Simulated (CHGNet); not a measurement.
hcp Mg

Calculation: the machine-learned potential CHGNet 0.3.0 (trained on PBE and PBE+U data).

Cell (relaxed at this level):

```
CELL_PARAMETERS angstrom
      3.20658     0.00000     0.00000
     -1.60329     2.77698     0.00000
      0.00000     0.00000     5.13282
ATOMIC_POSITIONS crystal
  Mg 0.66667 0.33333 0.75000
  Mg 0.33333 0.66667 0.25000
```

```
Item                        Value
------------------------  -------
vacancy formation energy  0.38 eV
```

Measured, for comparison: vacancy formation energy 0.73 ± 0.2 eV (midpoint of the printed range, monovacancy, our sources range from 0.73 to 0.79; as tabulated in Houze et al. (2007), arXiv:0708.0075). Computed (rounded) less measured: vacancy formation energy not scored (a reference that its source doubts or gives as a wide range).

A machine-learned potential is trained on density-functional data: it inherits that level's misses and adds fitting errors of its own.
